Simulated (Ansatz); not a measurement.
# C₂H₄B radical (SMILES [B]1CC1): functionals against CCSD(T) at one geometry

One table from this session's results is given with a row withheld; the runs are named, their logs left out.

Computed with Ansatz 0.2.0, Gaussian basis. Level: single points in def2-TZVPP.

Cores are frozen in the correlated methods. Orbitals are unrestricted.

## Starting geometry

SMILES `[B]1CC1`, 7 atoms, charge 0, spin multiplicity 2.

Atoms are counted from 1 here; the program's logs count them from 0.

Bond lengths: B1–C2 1.562 Å, B1–C3 1.573 Å, C2–C3 1.578 Å, C2–H4 1.050 Å, C2–H5 1.140 Å, C3–H6 1.061 Å, C3–H7 1.004 Å. Angles: C2–B1–C3 60.4°, B1–C2–C3 60.1°, B1–C2–H4 115.7°, B1–C2–H5 122.5°, C3–C2–H4 110.5°, C3–C2–H5 114.8°, H4–C2–H5 118.1°, B1–C3–C2 59.4°, B1–C3–H6 116.0°, B1–C3–H7 118.7°, C2–C3–H6 117.6°, C2–C3–H7 121.8°, H6–C3–H7 113.2°.

Geometry (Å):

```xyz
7

B     1.3702   -0.0768   -0.1065
C    -0.0025   -0.8179   -0.0223
C     0.0399    0.7595   -0.0280
H    -0.3830   -1.1781   -0.9324
H    -0.3897   -1.2830    0.9438
H    -0.1426    1.2587    0.8902
H    -0.2419    1.2933   -0.8307
```

The first run:

Contents of run/in.yaml:

```yaml
crystal:
  periodic: [false, false, false]
  atoms:
    - {symbol: B, position_ang: [1.370200, -0.076800, -0.106500]}
    - {symbol: C, position_ang: [-0.002500, -0.817900, -0.022300]}
    - {symbol: C, position_ang: [0.039900, 0.759500, -0.028000]}
    - {symbol: H, position_ang: [-0.383000, -1.178100, -0.932400]}
    - {symbol: H, position_ang: [-0.389700, -1.283000, 0.943800]}
    - {symbol: H, position_ang: [-0.142600, 1.258700, 0.890200]}
    - {symbol: H, position_ang: [-0.241900, 1.293300, -0.830700]}
basis:
  gaussian: {orbitals: def2-TZVPP}
magnetization: {spin_polarized: true, initial_magnetization: 1}
correlation: {method: ccsd_t}
scf: {omitted_lower_state_checks: [cluster_reference]}
output: {forces: true}
```

No record of the launch command was kept for these runs.

Among the steps run: CCSD(T)/def2-TZVPP; PBE0-D4/def2-TZVPP; wB97M-V/def2-TZVPP; r2SCAN-D4/def2-TZVPP; PBE-D4/def2-TZVPP; wB97X-V/def2-TZVPP; HSE06-D4/def2-TZVPP.

One table of the session follows, with a row left open; its other results are not shown here.

| method | RMS force component (eV/Å) | angle to CCSD(T) forces (°) | dipole (D) |
| --- | --- | --- | --- |
| CCSD(T) | 1.367 | reference | 0.93 |
| PBE0-D4 | 1.488 | 7.9 | 0.95 |
| wB97M-V | 1.436 | 6.6 | 0.95 |
| r2SCAN-D4 | 1.453 | 6.7 | 0.95 |
| PBE-D4 | 1.473 | 6.5 | 1.08 |
| wB97X-V | ? | ? | ? |
| HSE06-D4 | 1.486 | 7.8 | 0.95 |

Estimate the missing values for wB97X-V.

**Answer.** RMS force component (eV/Å): 1.470; angle to CCSD(T) forces (°): 5.4; dipole (D): 0.98. In the column «RMS force component (eV/Å)» it lies between r2SCAN-D4 (1.453) and PBE-D4 (1.473).
